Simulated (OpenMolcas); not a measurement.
# C4H5N (3-butenenitrile): MN15-L/6-31G(d) (spherical functions)

Aim: the vertical singlet–triplet gap of C4H5N (3-butenenitrile) at MN15-L/6-31G* (spherical functions), from 2 runs. 

The calculation is run with OpenMolcas 26.06.

## 1. The system as given

The species is C4H5N (10 atoms), meant as a singlet with charge 0. As SMILES, `C=CCC#N`. Geometry: relaxed at PBE0-D4/def2-TZVP. This is one conformer, not always the lowest.

Bond lengths: C1–C2 1.322 Å, C2–C3 1.502 Å, C3–C4 1.453 Å, C4–N5 1.149 Å, C1–H6 1.085 Å, C1–H7 1.083 Å, C2–H8 1.086 Å, C3–H9 1.096 Å, C3–H10 1.096 Å. Some angles: C1–C2–C3 125.6°, C2–C3–C4 113.9°, C3–C4–N5 179.2°, C1–C2–H8 120.3°, C3–C2–H8 114.1°, C2–C1–H6 121.8°, C2–C1–H7 120.8°, C2–C3–H9 110.1°, C2–C3–H10 110.1°, C4–C3–H9 108.3°.

## 2. The energy at MN15-L/6-31G(d) (spherical functions)

The input, struct.xyz:

```xyz
10

C     -1.129800    -0.688300    -0.726400
C     -0.331500    -0.736700     0.326700
C      0.719500     0.278700     0.674500
C      0.811600     1.377200    -0.272100
N      0.873900     2.238900    -1.029700
H     -1.078900     0.123300    -1.444900
H     -1.863000    -1.465500    -0.902800
H     -0.403000    -1.561200     1.030500
H      0.524400     0.697000     1.668600
H      1.702000    -0.202800     0.738800
```

The input, job.input:

```
>>> EXPORT MOLCAS_PRINT=2

&GATEWAY
 BasLib = $CurrDir
 Coord = struct.xyz
 Basis = 6-31Gs
 Group = NoSym

&SEWARD

&SCF
 KSDFT = 2
 1.0 MGGA_X_MN15_L
 1.0 MGGA_C_MN15_L
 PrOrbitals = 0
```

The basis set 6-31G* is read from a file made from the Basis Set Exchange's data (not shown).

Run with:

```bash
$ export MOLCAS_MEM=1860
$ pymolcas job.input > job.log
```

Log:

```text
--- Start Module: gateway ---
[...]
--- Stop Module: gateway /rc=_RC_ALL_IS_WELL_ ---
--- Start Module: seward ---
[...]
      Basis functions           80
--- Stop Module: seward /rc=_RC_ALL_IS_WELL_ ---
[...]
--- Start Module: scf ---
[...]
       Convergence after  14 Iterations
[...]
::    Total KS-DFT energy                            -209.9358821813
[...]
      Total spin, S                                     0.0000000000
[...]
      Total electronic charge=   36.000000
      Total            charge=   -0.000000
[...]
      Dipole Moment (debye):
      Origin of the operator (angstrom)=    0.1782    0.4728   -0.1982
                   X= -3.1476E-01               Y= -2.9079E+00               Z=  2.4196E+00           Total=  3.7960E+00
      Quadrupole Moment (debye*angstrom):
[...]
--- Stop Module: scf /rc=_RC_ALL_IS_WELL_ ---
[...]
```

It took 12 s on 1 thread of Intel Xeon Platinum 8488C (Sapphire Rapids), shared host; peak memory 0.45 GiB.

## 3. The triplet at the same level

struct.xyz is that of step 2.

The input, job.input:

```
>>> EXPORT MOLCAS_PRINT=2

&GATEWAY
 BASLIB
 $CurrDir
 COORD
 struct.xyz
 BASIS
 6-31Gs
 GROUP
 NoSym

&SEWARD

&SCF
 UHF
 SPIN
 3
 KSDFT
 2
 1.0 MGGA_X_MN15_L
 1.0 MGGA_C_MN15_L
 PRORBITALS
 0
```

The basis set 6-31G* is read from a file made from the Basis Set Exchange's data (not shown).

Run with:

```bash
$ export MOLCAS_MEM=1860
$ pymolcas job.input > job.log
```

Log:

```text
--- Start Module: gateway ---
[...]
--- Stop Module: gateway /rc=_RC_ALL_IS_WELL_ ---
--- Start Module: seward ---
[...]
      Basis functions           80
--- Stop Module: seward /rc=_RC_ALL_IS_WELL_ ---
[...]
--- Start Module: scf ---
[...]
       Convergence after  20 Iterations
[...]
::    Total KS-DFT energy                            -209.7587755929
[...]
      Total spin, S                                     1.0046325911
[...]
      Total electronic charge=   36.000000
      Total            charge=   -0.000000
[...]
      Dipole Moment (debye):
      Origin of the operator (angstrom)=    0.1782    0.4728   -0.1982
                   X= -3.2512E-01               Y= -2.9860E+00               Z=  2.4813E+00           Total=  3.8960E+00
      Quadrupole Moment (debye*angstrom):
[...]
--- Stop Module: scf /rc=_RC_ALL_IS_WELL_ ---
[...]
```

Run time: 23 s. Hardware: 1 thread of Intel Xeon Platinum 8488C (Sapphire Rapids), shared host; peak memory 0.45 GiB.

## 4. Results

At MN15-L/6-31G* (spherical functions):

| quantity | value |
| --- | --- |
| singlet: total energy | -209.93588 Eh |
| singlet: dipole moment | 3.80 D |
| singlet: HOMO energy | -7.00 eV |
| singlet: LUMO energy | -0.24 eV |
| singlet: HOMO–LUMO gap | 6.76 eV |
| triplet: total energy | -209.75878 Eh |
| triplet: dipole moment | 3.90 D |
| triplet: HOMO energy (highest over α and β) | -2.03 eV |
| triplet: ⟨S²⟩ | 2.014 |
| vertical energy of the triplet above the singlet | 4.819 eV |

What this shows: This program's gradients are faulty for this kind of reference, so any forces in the log (triplet) can't be trusted; the energy can. At this shape the triplet lies 4.82 eV (111 kcal/mol) above the singlet.
